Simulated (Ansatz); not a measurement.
# C₂H₄Si: how energies converge with the basis set

The task here is to estimate one member of a computed series from the others.

The runs use Ansatz 0.2.0, Gaussian basis; one geometry, several basis sets.

Levels to be run: PBE0-D4/def2-SVP; ωB97M-V/def2-SVP; PBE0-D4/def2-QZVPP; ωB97M-V/def2-QZVPP; the functionals' def2-TZVPP values are taken from earlier runs.

### The geometry

All runs share one geometry, relaxed beforehand with PBE0-D4 in a triple-zeta def2 set.

SMILES `C1=C[SiH2]1`, 7 atoms, charge 0, spin multiplicity 1.

Atoms are counted from 1 here; the program's logs count them from 0.

Bond lengths: C1–C2 1.330 Å, C1–Si3 1.808 Å, C1–H4 1.083 Å, C2–Si3 1.808 Å, C2–H5 1.083 Å, Si3–H6 1.482 Å, Si3–H7 1.482 Å. Angles: C2–C1–Si3 68.4°, C2–C1–H4 135.9°, Si3–C1–H4 155.7°, C1–C2–Si3 68.4°, C1–C2–H5 135.9°, Si3–C2–H5 155.7°, C1–Si3–C2 43.2°, C1–Si3–H6 121.6°, C1–Si3–H7 121.6°, C2–Si3–H6 121.6°, C2–Si3–H7 121.6°, H6–Si3–H7 111.4°.

The first run:

in.yaml reads:

```yaml
crystal:
  periodic: [false, false, false]
  atoms:
    - {symbol: C, position_ang: [-0.841334, -0.464576, -0.262696]}
    - {symbol: C, position_ang: [0.299938, -0.282121, -0.920942]}
    - {symbol: Si, position_ang: [0.360954, 0.448616, 0.731181]}
    - {symbol: H, position_ang: [-1.791683, -0.940047, -0.471751]}
    - {symbol: H, position_ang: [0.683382, -0.544362, -1.899278]}
    - {symbol: H, position_ang: [0.246391, 1.912040, 0.938184]}
    - {symbol: H, position_ang: [1.103554, -0.197550, 1.839603]}
basis:
  gaussian: {orbitals: def2-SVP}
hamiltonian: {xc: pbe0, dispersion: d4}
output: {orbitals: {seedname: orbitals}}
```

Command:

```sh
ansatz run in.yaml --threads 2 --pin off --events-out ev --progress --plain --max-ram 4352MiB
```

Steps of the session up to this table: PBE0-D4 in def2-SVP; ωB97M-V in def2-SVP; PBE0-D4 in def2-QZVPP; ωB97M-V in def2-QZVPP.

One of the session's tables, all rows but one given; the rest of the session is left out.

| functional | basis | HOMO (eV) | LUMO (eV) |
| --- | --- | --- | --- |
| PBE0-D4 | def2-SVP | -7.50 | -0.05 |
| PBE0-D4 | def2-TZVPP | -7.49 | -0.26 |
| PBE0-D4 | def2-QZVPP | -7.49 | -0.34 |
| ωB97M-V | def2-SVP | ? | ? |
| ωB97M-V | def2-TZVPP | -9.64 | 1.80 |
| ωB97M-V | def2-QZVPP | -9.65 | 1.39 |

Q: Estimate the row for ωB97M-V, def2-SVP from the others.

As computed: HOMO (eV): -9.63; LUMO (eV): 2.29. In the column «HOMO (eV)» it lies between ωB97M-V, def2-TZVPP (-9.64) and PBE0-D4, def2-SVP (-7.50).
